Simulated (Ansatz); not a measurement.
## CH4O, SMILES CO: the interaction energy of a dimer with the counterpoise correction, step by step

Program: Ansatz's Python interface.

Interactive session:
```pycon
>>> import ansatz as az
>>> params = {
...     'basis': 'def2-SVP',
...     'xc': 'HF',
... }
>>> FIRST = [
...     ('C', (-0.09, -0.2115, -0.2818)),
...     ('O', (-0.1654, 0.3133, 1.0209)),
...     ('H', (-0.8679, -0.9688, -0.3547)),
...     ('H', (0.8814, -0.6796, -0.4743)),
...     ('H', (-0.2714, 0.5585, -1.0395)),
...     ('H', (0.5133, 0.9881, 1.1293)),
... ]
>>> SECOND = [
...     ('C', (-2.1377, 1.6747, -2.839)),
...     ('O', (-3.4507, 1.1738, -2.7805)),
...     ('H', (-1.5731, 1.1503, -2.0707)),
...     ('H', (-2.1049, 2.7499, -2.633)),
...     ('H', (-1.6746, 1.4836, -3.8131)),
...     ('H', (-3.9879, 1.6175, -3.4455)),
... ]
>>> def energy(atoms, ghosts=()):
...     molecule = az.Crystal.molecule()
...     for symbol, xyz in atoms:
...         molecule = molecule.atom(symbol, xyz)
...     calc = (
...         molecule.calculation()
...         .basis(gaussian=params['basis'])
...         .functional(params['xc'])
...     )
...     deck = calc.input()
...     if ghosts:
...         deck = deck.set(az.key.basis.gaussian.ghost_atoms, [{'symbol': s, 'position_ang': list(xyz)} for s, xyz in ghosts])
...     return az.Session.from_dict(deck).plan().execute().report['free_energy_ev']
...
>>> # ghost atoms carry the functions of the partner
>>> both = energy(FIRST + SECOND)

>>> alone = energy(FIRST) + energy(SECOND)
>>> ghosted = energy(FIRST, SECOND) + energy(SECOND, FIRST)
>>> print(f'dimer {both:.6f} eV')
dimer -6255.980844 eV
>>> print(f'interaction, uncorrected   {(both - alone):8.3f} eV')
interaction, uncorrected      0.144 eV
>>> print(f'interaction, counterpoise  {(both - ghosted):8.3f} eV')
interaction, counterpoise     0.152 eV
>>> print(f'basis-set superposition    {(alone - ghosted):8.3f} eV')
basis-set superposition       0.008 eV
```

Uncorrected it is 0.144 eV, with the counterpoise correction 0.152 eV; the difference, 0.01 eV, is the superposition error. In this basis both values are repulsive.

What to keep in mind:
- Total energies depend on the basis set; only differences at equal settings carry meaning.
- The dimer is a generated trial pose of unrelaxed monomers, not a minimum, so the figure is no binding energy, and the basis set is small.
- Hartree-Fock leaves correlation out, so bond, atomisation and ionisation energies come out well too low.
- This level lacks the dispersion part of the attraction (electrostatics and induction are there), which can decide the sign where the interaction is weak.
- It ran for 1.6 s on 1 thread of Arm Neoverse V2, on a shared host, peak memory 0.2 GiB.

(Lines on the test bed's own set-up are left out of the output.)
